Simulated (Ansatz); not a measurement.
**C₂H₃NS: a ladder of functionals and wavefunction methods**

An exercise on one series of results from a longer session: the logs are not shown, and one member is left open.

The runs use Ansatz 0.2.0, Gaussian basis; functionals in def2-TZVPP, the program's frozen cores in correlated methods.

Plan: LDA (SPW92), PBE-D4, revPBE-D4, BLYP-D4, r2SCAN-D4, B97M-V, PBE0-D4, B3LYP-D4, r2SCANh-D4, r2SCAN0-D4, HSE06-D4, BHLYP-D4, CAM-B3LYP-D4, LC-ωPBE, ωB97X-V, ωB97M-V, B2PLYP, PBE-QIDH; CCSD(T)/def2-SVP; CCSD(T)/def2-TZVPP; MP2/def2-QZVPP; extrapolation to the limit; RPA on PBE.

## The geometry

An earlier PBE0-D4 in a triple-zeta def2 set relaxation fixed the geometry.

SMILES `NC=C=S`, 7 atoms, charge 0, spin multiplicity 1.

Atoms are counted from 1 here; the program's logs count them from 0.

Bond lengths: N1–C2 1.407 Å, N1–H5 1.010 Å, N1–H6 1.011 Å, C2–C3 1.311 Å, C2–H7 1.086 Å, C3–S4 1.558 Å. Angles: C2–N1–H5 112.6°, C2–N1–H6 112.1°, H5–N1–H6 109.4°, N1–C2–C3 126.2°, N1–C2–H7 116.3°, C3–C2–H7 117.3°, C2–C3–S4 178.0°.

As a file:

```xyz
7
charge 0, multiplicity 1
N    -0.04713    1.16123   -0.16896
C     0.34151   -0.08813    0.34768
C     0.09371   -1.25886   -0.18789
S    -0.15727   -2.64376   -0.85584
H    -0.68200    1.07763   -0.95019
H    -0.46198    1.75255    0.53905
H     0.97446   -0.06847    1.23036
```

The first run:

Input file in.yaml:

```yaml
crystal:
  periodic: [false, false, false]
  atoms:
    - {symbol: N, position_ang: [-0.047128, 1.161230, -0.168964]}
    - {symbol: C, position_ang: [0.341509, -0.088129, 0.347681]}
    - {symbol: C, position_ang: [0.093711, -1.258859, -0.187888]}
    - {symbol: S, position_ang: [-0.157271, -2.643758, -0.855844]}
    - {symbol: H, position_ang: [-0.682005, 1.077634, -0.950186]}
    - {symbol: H, position_ang: [-0.461977, 1.752550, 0.539046]}
    - {symbol: H, position_ang: [0.974460, -0.068466, 1.230355]}
basis:
  gaussian: {orbitals: def2-TZVPP}
hamiltonian: {xc: lda}
output: {orbitals: {seedname: orbitals}}
```

Launch:

```bash
ansatz run in.yaml --threads 2 --pin off --events-out ev --progress --plain --max-ram 4352MiB
```

Among the steps run: LDA; PBE-D4 (GGA); revPBE-D4 (GGA); BLYP-D4 (GGA); r2SCAN-D4 (meta-GGA); B97M-V (meta-GGA); PBE0-D4 (hybrid); B3LYP-D4 (hybrid); r2SCANh-D4 (hybrid); r2SCAN0-D4 (hybrid); HSE06-D4 (hybrid); BHLYP-D4 (hybrid); CAM-B3LYP-D4 (range-separated); LC-ωPBE (range-separated); ωB97X-V (range-separated); ωB97M-V (range-separated); B2PLYP (double hybrid); PBE-QIDH (double hybrid).

One of the session's tables, all rows but one given; the rest of the session is left out.

It belongs to the step «Frontier levels by functional». 

```
  functional  HOMO (eV)  LUMO (eV)  gap (eV)
 LDA (SPW92)      -4.64      -3.31      1.33
      PBE-D4      -4.50      -3.10      1.40
   revPBE-D4      -4.44      -3.02      1.42
     BLYP-D4      -4.36      -2.94      1.41
   r2SCAN-D4      -4.68      -2.96      1.71
      B97M-V      -4.73      -2.84      1.88
     PBE0-D4      -5.60      -2.18      3.42
    B3LYP-D4      -5.40      -2.37      3.02
  r2SCANh-D4      -5.09      -2.62      2.47
  r2SCAN0-D4      -5.72      -2.10      3.62
    HSE06-D4      -5.21      -2.56      2.65
    BHLYP-D4      -6.58      -1.09      5.49
CAM-B3LYP-D4      -6.84      -1.02      5.82
     LC-ωPBE          ?          ?         ?
     ωB97X-V      -7.78       0.05      7.82
     ωB97M-V      -7.64      -0.01      7.63
```

Estimate the missing values for LC-ωPBE.

**Answer.** HOMO (eV): -8.12; LUMO (eV): 0.10; gap (eV): 8.22. In the column «HOMO (eV)» it is the lowest.
